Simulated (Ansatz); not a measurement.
# Telling isomers of ClH2OSi+ apart by their spectra

These gas-phase data were calculated for one isomer of ClH2OSi+ at r2SCAN-D4/def2-TZVP (harmonic, unscaled wavenumbers; equilibrium rotational constants with average atomic masses):

- rotational constants: 30.63, 4.08, 3.6 GHz
- all wavenumbers above 1500 cm⁻¹: 3784, 2363

Candidates:

(1) `O[SiH+]Cl`, a singlet
(2) `[OH2+][Si]Cl`, a singlet

Assign the data to one candidate and say why.

Candidate (1). The band at 2363 cm⁻¹ lies where the Si–H stretch is expected; (2) has no mode between 2000 and 2380 cm⁻¹.

The same quantities for all candidates:

```tsv
	rotational constants (GHz)	wavenumbers above 1500 cm⁻¹	E above the lowest, r2SCAN-D4/def2-TZVP (kcal/mol)
(1)	30.63, 4.08, 3.6	3784, 2363	0.0
(2)	15.3, 4.671, 3.578	3733, 3621, 1611	16.7
```

Harmonic stretches to hydrogen usually lie a few per cent above observed fundamentals. Each candidate is one conformer. Programs: Ansatz 0.2.0.
